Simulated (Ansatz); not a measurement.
**BNH3 (quartet): wave-function methods side by side at distance B1–H4 along a hydrogen transfer = 1.194 Å, cc-pVDZ**

An exercise on one series of results from a longer session: the logs are not shown, and one member is left open.

Program: Ansatz 0.2.0, Gaussian basis. Level of theory: cc-pVDZ, core rule «outside noble gas», up to 2 orbitals frozen. These are calculated values, not measurements.

The runs, in order: UHF; CCSD(T) on ROHF; CCSD(T) on UHF; BCCD(T) on ROHF; CISD; CCSDT(Q) on ROHF; CCSDT(Q) on UHF; CASSCF and MRCISD+Q, 5 electrons in 5 orbitals; CASSCF and NEVPT2, 5 electrons in 5 orbitals; CASSCF and NEVPT2, 11 electrons in 11 orbitals.

15 further runs of the same task are left out: 6 for a known fault of the program, 1 for a mislabelled method, 7 that didn't finish, 1 set aside as unsound or not needed.

### The system

The geometry derives from fragments relaxed apart (PBE0/def2-TZVP) and kept rigid, so it is no stationary point. A hydrogen atom is moved between rigid fragments.

5 atoms, charge 0, spin multiplicity 4.

Atoms are counted from 1 here; the program's logs count them from 0.

Bond lengths: B1–H2 1.193 Å, B1–H3 1.193 Å, B1–H4 1.193 Å. Angles: H2–B1–H3 120.0°, H2–B1–H4 120.0°, H3–B1–H4 120.0°.

As a file:

```xyz
5

B    -1.28438    0.00000    0.00000
H    -1.88111    1.03357    0.00000
H    -1.88111   -1.03357    0.00000
H    -0.09091    0.00000    0.00000
N     1.26862    0.00000    0.00000
```

The first run:

The input, in.yaml:

```yaml
crystal:
  periodic: [false, false, false]
  atoms:
    - {symbol: B, position_ang: [-1.284380, 0.000000, 0.000000]}
    - {symbol: H, position_ang: [-1.881114, 1.033571, 0.000000]}
    - {symbol: H, position_ang: [-1.881114, -1.033571, 0.000000]}
    - {symbol: H, position_ang: [-0.090915, 0.000000, 0.000000]}
    - {symbol: N, position_ang: [1.268620, 0.000000, 0.000000]}
basis:
  gaussian: {orbitals: cc-pVDZ}
magnetization: {spin_polarized: true, initial_magnetization: 3}
hamiltonian: {xc: hf}
output: {orbitals: {seedname: orbitals}}
```

Command:

```sh
> ansatz run in.yaml --threads 1 --pin off --events-out ev --progress --plain --max-ram 2393MiB
```

Among the steps run: UHF; CCSD(T) on ROHF; CCSD(T) on UHF; BCCD(T) on ROHF; CISD; CCSDT(Q) on ROHF; CCSDT(Q) on UHF; CASSCF and MRCISD+Q, 5 electrons in 5 orbitals; CASSCF and NEVPT2, 5 electrons in 5 orbitals; CASSCF and NEVPT2, 11 electrons in 11 orbitals.

One of the session's tables, all rows but one given; the rest of the session is left out.

```
        method  from UCCSDT(Q) (meV)
          ROHF               +6171.2
           UHF               +5998.3
          RMP2                     ?
          UMP2               +1221.7
          CISD                +474.7
         RCCSD                +120.2
         UCCSD                +117.1
      RCCSD(T)                 +25.4
      UCCSD(T)                 +23.9
       BCCD(T)                 +25.7
        RCCSDT                  +5.6
        UCCSDT                  +3.8
     RCCSDT(Q)                  +1.8
     UCCSDT(Q)                     0
   CASSCF pair               +5733.5
   NEVPT2 pair               +1230.2
CASSCF valence               +4581.9
NEVPT2 valence               +1127.3
```

Q: Estimate the row for RMP2 from the others.

The run gave: from UCCSDT(Q) (meV): +1240.1. In the column «from UCCSDT(Q) (meV)» it lies between NEVPT2 pair (+1230.2) and CASSCF valence (+4581.9).

Not comparable, so not listed: CASSCF and MRCISD+Q, 5 electrons in 5 orbitals (they don't share determinant, frozen orbitals or solution with the rows shown, or repeat one).

Limits of these values: Restricted and unrestricted rows rest on different reference determinants; where their highest levels disagree by more than a few hundredths of an eV, they describe different states and don't form one ladder. Warnings in the runs' records: passed over end.
